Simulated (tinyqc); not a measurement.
UKS/BLYP in the sto-3g basis, for LiH, spin multiplicity 3, step by step (part 1 of 2). Computed by tinyqc, a small Python program that keeps every step (integrals from PySCF). Settings: charge = 0, multiplicity = 3, basis = sto-3g, energy threshold = 1e-09, iteration cap = 80, orthogonalisation = canonical, start = Wolfsberg-Helmholz matrix, DIIS depth = 4, shift = 0.2, method = UKS, functional = blyp, grid = [20, 14]. Command: `OMP_NUM_THREADS=1 python tinyqc.py 25294 25295 out.jsonl` (the two numbers bound the seeds that draw the settings). One thread of a shared host (Intel(R) Xeon(R) Processor @ 2.60GHz), about 2 s of CPU time with the checks. Later iterations appear only in the table of the cycle.

## One-electron integrals

Geometry (angstrom):
```
atom,x,y,z
Li,0.00000,0.00000,0.00000
H,0.00000,0.00000,1.72200
```

Basis sto-3g: exponents (1/bohr^2) and contraction coefficients of normalised primitives:
```
element,l (shell),exponent,coefficient
Li,s (1),16.11958,0.15433
Li,s (1),2.93620,0.53533
Li,s (1),0.79465,0.44463
Li,s (2),0.63629,-0.09997
Li,s (2),0.14786,0.39951
Li,s (2),0.04809,0.70012
Li,p (3),0.63629,0.15592
Li,p (3),0.14786,0.60768
Li,p (3),0.04809,0.39196
H,s (1),3.42525,0.15433
H,s (1),0.62391,0.53533
H,s (1),0.16886,0.44463
```

Overlap, kinetic and nuclear-attraction integrals over the contracted functions; the nuclear repulsion is the sum of Za Zb / Rab.

nuclear repulsion = 0.9219115 hartree

overlap S, lower triangle:
```
,1Li 1s,1Li 2s,1Li 2px,1Li 2py,1Li 2pz,2H 1s
1Li 1s,1.00000
1Li 2s,0.24114,1.00000
1Li 2px,0.00000,0.00000,1.00000
1Li 2py,0.00000,0.00000,0.00000,1.00000
1Li 2pz,0.00000,0.00000,0.00000,0.00000,1.00000
2H 1s,0.05118,0.36495,0.00000,0.00000,0.48809,1.00000
```

kinetic energy T (hartree), lower triangle:
```
,1Li 1s,1Li 2s,1Li 2px,1Li 2py,1Li 2pz,2H 1s
1Li 1s,3.57679
1Li 2s,-0.02024,0.10216
1Li 2px,0.00000,0.00000,0.31968
1Li 2py,0.00000,0.00000,0.00000,0.31968
1Li 2pz,0.00000,0.00000,0.00000,0.00000,0.31968
2H 1s,-0.01352,0.03431,0.00000,0.00000,0.11014,0.76003
```

nuclear attraction V (hartree), lower triangle:
```
,1Li 1s,1Li 2s,1Li 2px,1Li 2py,1Li 2pz,2H 1s
1Li 1s,-8.29019
1Li 2s,-1.03844,-1.48478
1Li 2px,0.00000,0.00000,-1.44438
1Li 2py,0.00000,0.00000,0.00000,-1.44438
1Li 2pz,-0.01390,-0.11523,0.00000,0.00000,-1.53654
2H 1s,-0.21775,-0.65440,0.00000,0.00000,-0.88593,-2.14715
```

core Hamiltonian H = T + V (hartree), lower triangle:
```
,1Li 1s,1Li 2s,1Li 2px,1Li 2py,1Li 2pz,2H 1s
1Li 1s,-4.71340
1Li 2s,-1.05868,-1.38262
1Li 2px,0.00000,0.00000,-1.12470
1Li 2py,0.00000,0.00000,0.00000,-1.12470
1Li 2pz,-0.01390,-0.11523,0.00000,0.00000,-1.21686
2H 1s,-0.23127,-0.62009,0.00000,0.00000,-0.77580,-1.38712
```

## Two-electron integrals

Functions are numbered as in S; the eight-fold symmetry (ij|kl) = (ji|kl) = (kl|ij) leaves the list below.

Two-electron integrals (ij|kl) in chemists' order, unique and non-zero (hartree):
```
i,j,k,l,(ij|kl)
1,1,1,1,1.68040
2,1,1,1,0.26542
2,1,2,1,0.04994
2,2,1,1,0.39773
2,2,2,1,0.09286
2,2,2,2,0.29056
3,1,3,1,0.00898
3,2,3,1,0.01379
3,2,3,2,0.06418
3,3,1,1,0.39664
3,3,2,1,0.09288
3,3,2,2,0.29050
3,3,3,3,0.31295
4,1,4,1,0.00898
4,2,4,1,0.01379
4,2,4,2,0.06418
4,3,4,3,0.01687
4,4,1,1,0.39664
4,4,2,1,0.09288
4,4,2,2,0.29050
4,4,3,3,0.27921
4,4,4,4,0.31295
5,1,5,1,0.00898
5,2,5,1,0.01379
5,2,5,2,0.06418
5,3,5,3,0.01687
5,4,5,4,0.01687
5,5,1,1,0.39664
5,5,2,1,0.09288
5,5,2,2,0.29050
5,5,3,3,0.27921
5,5,4,4,0.27921
5,5,5,5,0.31295
6,1,1,1,0.05459
6,1,2,1,0.01033
6,1,2,2,0.01958
6,1,3,3,0.01935
6,1,4,4,0.01935
6,1,5,1,0.00123
6,1,5,2,0.00239
6,1,5,5,0.02005
6,1,6,1,0.00234
6,2,1,1,0.13227
6,2,2,1,0.03127
6,2,2,2,0.10396
6,2,3,3,0.09853
6,2,4,4,0.09853
6,2,5,1,0.00506
6,2,5,2,0.03110
6,2,5,5,0.11470
6,2,6,1,0.00774
6,2,6,2,0.06244
6,3,3,1,0.00246
6,3,3,2,0.01157
6,3,5,3,0.00474
6,3,6,3,0.00437
6,4,4,1,0.00246
6,4,4,2,0.01157
6,4,5,4,0.00474
6,4,6,4,0.00437
6,5,1,1,0.16509
6,5,2,1,0.03943
6,5,2,2,0.13593
6,5,3,3,0.12670
6,5,4,4,0.12670
6,5,5,1,0.00784
6,5,5,2,0.04765
6,5,5,5,0.15422
6,5,6,1,0.01013
6,5,6,2,0.08926
6,5,6,5,0.12928
6,6,1,1,0.30662
6,6,2,1,0.07373
6,6,2,2,0.26954
6,6,3,3,0.24592
6,6,4,4,0.24592
6,6,5,1,0.01341
6,6,5,2,0.10155
6,6,5,5,0.31653
6,6,6,1,0.01898
6,6,6,2,0.20307
6,6,6,5,0.30124
6,6,6,6,0.77461
```

## Orthogonalisation

S = U s U^T; canonical form X = U s^(-1/2), so that X^T S X = 1. Each column of U has its largest component positive (the first on a tie).

eigenvalues of S: 0.38253  0.80025  1.00000  1.00000  1.17484  1.64237

X:
```
,1,2,3,4,5,6
1Li 1s,0.19521,0.79246,0.00000,0.00000,0.60462,0.18029
1Li 2s,-0.73727,-0.61698,0.00000,0.00000,0.47490,0.36805
1Li 2px,0.00000,0.00000,0.75972,0.65025,0.00000,0.00000
1Li 2py,0.00000,0.00000,-0.65025,0.75972,0.00000,0.00000
1Li 2pz,-0.88409,0.45430,0.00000,0.00000,-0.48010,0.40172
2H 1s,1.11843,-0.18592,0.00000,0.00000,-0.17198,0.52870
```

Within a degenerate level the vectors are fixed only up to a rotation; this is one choice.

## Starting guess

The start is the generalised Wolfsberg-Helmholz matrix (K = 1.75) built on H; D(s) = C_occ C_occ^T for each spin.

D(alpha) at the start, lower triangle:
```
,1Li 1s,1Li 2s,1Li 2px,1Li 2py,1Li 2pz,2H 1s
1Li 1s,1.04390
1Li 2s,-0.17149,0.71122
1Li 2px,0.00000,0.00000,0.00000
1Li 2py,0.00000,0.00000,0.00000,0.00000
1Li 2pz,0.09815,-0.39281,0.00000,0.00000,0.56437
2H 1s,-0.09322,0.23075,0.00000,0.00000,0.20830,0.40100
```

D(beta) at the start, lower triangle:
```
,1Li 1s,1Li 2s,1Li 2px,1Li 2py,1Li 2pz,2H 1s
1Li 1s,0.97715
1Li 2s,0.04385,0.00197
1Li 2px,0.00000,0.00000,0.00000
1Li 2py,0.00000,0.00000,0.00000,0.00000
1Li 2pz,0.00068,0.00003,0.00000,0.00000,0.00000
2H 1s,-0.00200,-0.00009,0.00000,0.00000,0.00000,0.00000
```

## Iteration 1: exchange-correlation on the grid

Becke grid with 20 radial and 14 angular points per atom, points of zero weight dropped. rho = sum D_ij phi_i phi_j; V_xc,ij = sum w v_xc phi_i phi_j plus the gradient terms; v_xc is d(rho eps)/d rho(s) for spin s at fixed gradient.

The 12 grid points with the largest w rho, of 547 (bohr, atomic units):
```
x,y,z,w,rho(alpha),rho(beta),eps_xc,v_xc(alpha)
0.00000,0.00000,-2.76797,4.79917,0.01202,9.34e-06,-0.22371,-0.27330
0.00000,0.00000,-3.59305,9.80695,0.00549,2.66e-06,-0.18362,-0.20282
0.00000,0.00000,2.09015,1.37980,0.03464,0.00013,-0.31950,-0.38802
0.28456,0.28456,0.28456,0.05143,0.44252,0.42583,-0.84036,-0.93486
-0.28456,0.28456,0.28456,0.05143,0.44252,0.42583,-0.84036,-0.93486
0.28456,-0.28456,0.28456,0.05143,0.44252,0.42583,-0.84036,-0.93486
-0.28456,-0.28456,0.28456,0.05143,0.44252,0.42583,-0.84036,-0.93486
0.28456,0.28456,-0.28456,0.05143,0.43449,0.42575,-0.83878,-0.92970
-0.28456,0.28456,-0.28456,0.05143,0.43449,0.42575,-0.83878,-0.92970
-0.28456,-0.28456,-0.28456,0.05143,0.43449,0.42575,-0.83878,-0.92970
0.28456,-0.28456,-0.28456,0.05143,0.43449,0.42575,-0.83878,-0.92970
0.00000,0.00000,-2.09015,2.23722,0.01956,0.00013,-0.25592,-0.32893
```

electrons on the grid, sum of w rho = 3.98177

E_xc = sum of w rho eps_xc = -2.1692610 hartree

V_xc(alpha) (hartree), lower triangle:
```
,1Li 1s,1Li 2s,1Li 2px,1Li 2py,1Li 2pz,2H 1s
1Li 1s,-1.10394
1Li 2s,-0.14558,-0.21438
1Li 2px,0.00000,0.00000,-0.19142
1Li 2py,0.00000,0.00000,0.00000,-0.19142
1Li 2pz,0.00261,0.00901,0.00000,0.00000,-0.25410
2H 1s,-0.03032,-0.10917,0.00000,0.00000,-0.15581,-0.43080
```

V_xc(beta) (hartree), lower triangle:
```
,1Li 1s,1Li 2s,1Li 2px,1Li 2py,1Li 2pz,2H 1s
1Li 1s,-1.09286
1Li 2s,-0.14433,-0.15664
1Li 2px,0.00000,0.00000,-0.15320
1Li 2py,0.00000,0.00000,0.00000,-0.15320
1Li 2pz,0.00032,-0.00132,0.00000,0.00000,-0.15930
2H 1s,-0.02980,-0.05284,0.00000,0.00000,-0.06530,-0.11082
```

## Iteration 1: building the Kohn-Sham matrix

J_ij = sum D_kl (ij|kl) with D = D(alpha) + D(beta); F = H + J + V_xc; E = tr D H + tr D J / 2 + E_xc + E_nn.

Coulomb J (hartree), lower triangle:
```
,1Li 1s,1Li 2s,1Li 2px,1Li 2py,1Li 2pz,2H 1s
1Li 1s,4.07827
1Li 2s,0.70077,1.36024
1Li 2px,0.00000,0.00000,1.33584
1Li 2py,0.00000,0.00000,0.00000,1.33584
1Li 2pz,0.00169,0.02677,0.00000,0.00000,1.40199
2H 1s,0.14630,0.52075,0.00000,0.00000,0.68558,1.42082
```

F(alpha) (hartree), lower triangle:
```
,1Li 1s,1Li 2s,1Li 2px,1Li 2py,1Li 2pz,2H 1s
1Li 1s,-1.73907
1Li 2s,-0.50349,-0.23677
1Li 2px,0.00000,0.00000,0.01972
1Li 2py,0.00000,0.00000,0.00000,0.01972
1Li 2pz,-0.00960,-0.07946,0.00000,0.00000,-0.06896
2H 1s,-0.11529,-0.20852,0.00000,0.00000,-0.24603,-0.39709
```

F(beta) (hartree), lower triangle:
```
,1Li 1s,1Li 2s,1Li 2px,1Li 2py,1Li 2pz,2H 1s
1Li 1s,-1.72799
1Li 2s,-0.50223,-0.17903
1Li 2px,0.00000,0.00000,0.05794
1Li 2py,0.00000,0.00000,0.00000,0.05794
1Li 2pz,-0.01189,-0.08979,0.00000,0.00000,0.02584
2H 1s,-0.11477,-0.15218,0.00000,0.00000,-0.15551,-0.07712
```

total energy of this density = -7.7736755 hartree

## Iteration 1: diagonalisation and new density

A level shift of 0.2 hartree raises the virtual space: F + shift (S - S D(s) S), with D(s) the density of one spin. Diagonalise F' = X^T F X, C = X C', fill 3 alpha and 1 beta electrons from the bottom; D(s) = C_occ C_occ^T. Each column has its largest component positive (the first on a tie).

F' = X^T F X (alpha) (hartree), lower triangle:
```
,1,2,3,4,5,6
1,0.27799
2,-0.07593,-0.65240
3,0.00000,0.00000,0.21972
4,0.00000,0.00000,0.00000,0.21972
5,-0.00937,-0.78047,0.00000,0.00000,-0.94650
6,-0.17416,-0.25907,0.00000,0.00000,-0.33189,-0.50928
```

orbital energies (alpha) (hartree): MO1 -1.74375, MO2 -0.39660, MO3 -0.01406, MO4 0.21972, MO5 0.21972, MO6 0.32423

coefficients C (alpha):
```
,MO1,MO2,MO3,MO4,MO5,MO6
1Li 1s,0.98541,-0.11694,-0.24921,0.00000,0.00000,-0.13172
1Li 2s,0.05502,0.19391,0.89674,0.00000,0.00000,0.66367
1Li 2px,0.00000,0.00000,0.00000,0.93617,0.35155,0.00000
1Li 2py,0.00000,0.00000,0.00000,-0.35155,0.93617,0.00000
1Li 2pz,0.00869,0.20967,-0.49420,0.00000,0.00000,1.04480
2H 1s,-0.00196,0.80429,-0.12499,0.00000,0.00000,-0.96543
```

F' = X^T F X (beta) (hartree), lower triangle:
```
,1,2,3,4,5,6
1,0.49986
2,-0.12606,-0.46592
3,0.00000,0.00000,0.25794
4,0.00000,0.00000,0.00000,0.25794
5,-0.04754,-0.89390,0.00000,0.00000,-0.79162
6,-0.01889,-0.33052,0.00000,0.00000,-0.43327,-0.16015
```

orbital energies (beta) (hartree): MO1 -1.73274, MO2 0.02557, MO3 0.25794, MO4 0.25794, MO5 0.26477, MO6 0.52457

coefficients C (beta):
```
,MO1,MO2,MO3,MO4,MO5,MO6
1Li 1s,0.98573,-0.17826,0.00000,0.00000,-0.23427,0.07653
1Li 2s,0.05474,0.47717,0.00000,0.00000,0.89551,-0.50259
1Li 2px,0.00000,0.00000,0.98513,0.17180,0.00000,0.00000
1Li 2py,0.00000,0.00000,-0.17180,0.98513,0.00000,0.00000
1Li 2pz,0.01064,0.38520,0.00000,0.00000,-0.44985,-1.01440
2H 1s,-0.00540,0.51749,0.00000,0.00000,-0.32122,1.10614
```

D(alpha) after iteration 1, lower triangle:
```
,1Li 1s,1Li 2s,1Li 2px,1Li 2py,1Li 2pz,2H 1s
1Li 1s,1.04682
1Li 2s,-0.19194,0.84476
1Li 2px,0.00000,0.00000,0.00000
1Li 2py,0.00000,0.00000,0.00000,0.00000
1Li 2pz,0.10720,-0.40203,0.00000,0.00000,0.28827
2H 1s,-0.06484,0.04377,0.00000,0.00000,0.23039,0.66250
```

D(beta) after iteration 1, lower triangle:
```
,1Li 1s,1Li 2s,1Li 2px,1Li 2py,1Li 2pz,2H 1s
1Li 1s,0.97165
1Li 2s,0.05396,0.00300
1Li 2px,0.00000,0.00000,0.00000
1Li 2py,0.00000,0.00000,0.00000,0.00000
1Li 2pz,0.01049,0.00058,0.00000,0.00000,0.00011
2H 1s,-0.00533,-0.00030,0.00000,0.00000,-0.00006,0.00003
```

Within a degenerate level the vectors are fixed only up to a rotation; this is one choice.

## Iteration 2: exchange-correlation on the grid

As before.

The 12 grid points with the largest w rho, of 547 (bohr, atomic units):
```
x,y,z,w,rho(alpha),rho(beta),eps_xc,v_xc(alpha)
0.00000,0.00000,2.09015,1.37980,0.03577,0.00016,-0.33579,-0.38267
0.00000,0.00000,-2.76797,4.79917,0.00992,7.15e-06,-0.21132,-0.25514
0.28456,0.28456,0.28456,0.05143,0.44259,0.42507,-0.84021,-0.93481
-0.28456,0.28456,0.28456,0.05143,0.44259,0.42507,-0.84021,-0.93481
0.28456,-0.28456,0.28456,0.05143,0.44259,0.42507,-0.84021,-0.93481
-0.28456,-0.28456,0.28456,0.05143,0.44259,0.42507,-0.84021,-0.93481
0.00000,0.00000,-3.59305,9.80695,0.00449,1.84e-06,-0.17389,-0.18866
-0.28456,-0.28456,-0.28456,0.05143,0.43314,0.42358,-0.83824,-0.92855
0.28456,-0.28456,-0.28456,0.05143,0.43314,0.42358,-0.83824,-0.92855
-0.28456,0.28456,-0.28456,0.05143,0.43314,0.42358,-0.83824,-0.92855
0.28456,0.28456,-0.28456,0.05143,0.43314,0.42358,-0.83824,-0.92855
0.00000,0.00000,0.49288,0.04571,0.44814,0.42560,-0.84093,-0.93858
```

electrons on the grid, sum of w rho = 3.97553

E_xc = sum of w rho eps_xc = -2.2073764 hartree

V_xc(alpha) (hartree), lower triangle:
```
,1Li 1s,1Li 2s,1Li 2px,1Li 2py,1Li 2pz,2H 1s
1Li 1s,-1.10272
1Li 2s,-0.14461,-0.21062
1Li 2px,0.00000,0.00000,-0.19055
1Li 2py,0.00000,0.00000,0.00000,-0.19055
1Li 2pz,0.00283,0.00980,0.00000,0.00000,-0.24444
2H 1s,-0.02986,-0.11115,0.00000,0.00000,-0.16017,-0.46179
```

V_xc(beta) (hartree), lower triangle:
```
,1Li 1s,1Li 2s,1Li 2px,1Li 2py,1Li 2pz,2H 1s
1Li 1s,-1.09148
1Li 2s,-0.14399,-0.15627
1Li 2px,0.00000,0.00000,-0.15241
1Li 2py,0.00000,0.00000,0.00000,-0.15241
1Li 2pz,0.00012,-0.00401,0.00000,0.00000,-0.15976
2H 1s,-0.02982,-0.05464,0.00000,0.00000,-0.06819,-0.11887
```

## Iteration 2: building the Kohn-Sham matrix

As before.

Coulomb J (hartree), lower triangle:
```
,1Li 1s,1Li 2s,1Li 2px,1Li 2py,1Li 2pz,2H 1s
1Li 1s,4.05319
1Li 2s,0.69575,1.35477
1Li 2px,0.00000,0.00000,1.32891
1Li 2py,0.00000,0.00000,0.00000,1.32891
1Li 2pz,0.00381,0.04331,0.00000,0.00000,1.39941
2H 1s,0.14568,0.53580,0.00000,0.00000,0.71111,1.50695
```

F(alpha) (hartree), lower triangle:
```
,1Li 1s,1Li 2s,1Li 2px,1Li 2py,1Li 2pz,2H 1s
1Li 1s,-1.76292
1Li 2s,-0.50754,-0.23847
1Li 2px,0.00000,0.00000,0.01366
1Li 2py,0.00000,0.00000,0.00000,0.01366
1Li 2pz,-0.00727,-0.06212,0.00000,0.00000,-0.06189
2H 1s,-0.11545,-0.19544,0.00000,0.00000,-0.22485,-0.34196
```

F(beta) (hartree), lower triangle:
```
,1Li 1s,1Li 2s,1Li 2px,1Li 2py,1Li 2pz,2H 1s
1Li 1s,-1.75169
1Li 2s,-0.50692,-0.18412
1Li 2px,0.00000,0.00000,0.05181
1Li 2py,0.00000,0.00000,0.00000,0.05181
1Li 2pz,-0.00998,-0.07593,0.00000,0.00000,0.02280
2H 1s,-0.11540,-0.13893,0.00000,0.00000,-0.13287,0.00096
```

total energy of this density = -7.8090502 hartree

## Iteration 2: DIIS over 2 matrices

error matrix X^T (FDS - SDF) X (alpha):
```
,1,2,3,4,5,6
1,0.00000,-0.01647,0.00000,0.00000,0.01730,-0.01407
2,0.01647,0.00000,0.00000,0.00000,-0.00001,-0.00200
3,0.00000,0.00000,0.00000,0.00000,0.00000,0.00000
4,0.00000,0.00000,0.00000,0.00000,0.00000,0.00000
5,-0.01730,0.00001,0.00000,0.00000,0.00000,0.00211
6,0.01407,0.00200,0.00000,0.00000,-0.00211,0.00000
```

B (overlaps of the stored error matrices):
```
,1,2
1,3.4170059e-02,5.7434825e-03
2,5.7434825e-03,1.5563956e-03
```

Minimise |sum c_i e_i|^2 with sum c_i = 1: solve [B -1; -1 0][c; lambda] = [0; -1] with B_ij = tr e_i^T e_j summed over both spins, and take F = sum c_i F_i.

DIIS coefficients: -0.17274  1.17274

extrapolated F(alpha) (hartree), lower triangle:
```
,1Li 1s,1Li 2s,1Li 2px,1Li 2py,1Li 2pz,2H 1s
1Li 1s,-1.76704
1Li 2s,-0.50824,-0.23877
1Li 2px,0.00000,0.00000,0.01261
1Li 2py,0.00000,0.00000,0.00000,0.01261
1Li 2pz,-0.00687,-0.05912,0.00000,0.00000,-0.06066
2H 1s,-0.11547,-0.19318,0.00000,0.00000,-0.22119,-0.33244
```

extrapolated F(beta) (hartree), lower triangle:
```
,1Li 1s,1Li 2s,1Li 2px,1Li 2py,1Li 2pz,2H 1s
1Li 1s,-1.75578
1Li 2s,-0.50773,-0.18501
1Li 2px,0.00000,0.00000,0.05075
1Li 2py,0.00000,0.00000,0.00000,0.05075
1Li 2pz,-0.00965,-0.07354,0.00000,0.00000,0.02227
2H 1s,-0.11551,-0.13664,0.00000,0.00000,-0.12896,0.01445
```

## Iteration 2: diagonalisation and new density

As before.

F' = X^T F X (alpha) (hartree), lower triangle:
```
,1,2,3,4,5,6
1,0.30242
2,-0.10027,-0.66981
3,0.00000,0.00000,0.21261
4,0.00000,0.00000,0.00000,0.21261
5,0.00736,-0.78514,0.00000,0.00000,-0.96276
6,-0.18058,-0.26641,0.00000,0.00000,-0.35414,-0.46049
```

orbital energies (alpha) (hartree): MO1 -1.77140, MO2 -0.34558, MO3 -0.03638, MO4 0.21261, MO5 0.21261, MO6 0.36273

coefficients C (alpha):
```
,MO1,MO2,MO3,MO4,MO5,MO6
1Li 1s,0.98598,-0.11214,-0.25594,0.00000,0.00000,-0.11805
1Li 2s,0.05336,0.18358,0.93299,0.00000,0.00000,0.61498
1Li 2px,0.00000,0.00000,0.00000,0.90563,-0.42406,0.00000
1Li 2py,0.00000,0.00000,0.00000,0.42406,0.90563,0.00000
1Li 2pz,0.00701,0.19288,-0.43418,0.00000,0.00000,1.07430
2H 1s,-0.00298,0.81958,-0.17879,0.00000,0.00000,-0.94385
```

F' = X^T F X (beta) (hartree), lower triangle:
```
,1,2,3,4,5,6
1,0.55102
2,-0.13516,-0.48537
3,0.00000,0.00000,0.25075
4,0.00000,0.00000,0.00000,0.25075
5,-0.06770,-0.89240,0.00000,0.00000,-0.81079
6,0.02726,-0.34714,0.00000,0.00000,-0.45321,-0.11642
```

orbital energies (beta) (hartree): MO1 -1.76032, MO2 0.06665, MO3 0.25075, MO4 0.25075, MO5 0.25402, MO6 0.57808

coefficients C (beta):
```
,MO1,MO2,MO3,MO4,MO5,MO6
1Li 1s,0.98585,-0.20343,0.00000,0.00000,-0.21054,0.08104
1Li 2s,0.05433,0.59572,0.00000,0.00000,0.79848,-0.53836
1Li 2px,0.00000,0.00000,1.00000,-0.00001,0.00000,0.00000
1Li 2py,0.00000,0.00000,0.00001,1.00000,0.00000,0.00000
1Li 2pz,0.00986,0.42924,0.00000,0.00000,-0.58066,-0.92648
2H 1s,-0.00537,0.39060,0.00000,0.00000,-0.24626,1.17529
```

D(alpha) after iteration 2, lower triangle:
```
,1Li 1s,1Li 2s,1Li 2px,1Li 2py,1Li 2pz,2H 1s
1Li 1s,1.05024
1Li 2s,-0.20676,0.90702
1Li 2px,0.00000,0.00000,0.00000
1Li 2py,0.00000,0.00000,0.00000,0.00000
1Li 2pz,0.09640,-0.36930,0.00000,0.00000,0.22576
2H 1s,-0.04909,-0.01651,0.00000,0.00000,0.23569,0.70369
```

D(beta) after iteration 2, lower triangle:
```
,1Li 1s,1Li 2s,1Li 2px,1Li 2py,1Li 2pz,2H 1s
1Li 1s,0.97190
1Li 2s,0.05356,0.00295
1Li 2px,0.00000,0.00000,0.00000
1Li 2py,0.00000,0.00000,0.00000,0.00000
1Li 2pz,0.00972,0.00054,0.00000,0.00000,0.00010
2H 1s,-0.00530,-0.00029,0.00000,0.00000,-0.00005,0.00003
```

Within a degenerate level the vectors are fixed only up to a rotation; this is one choice.
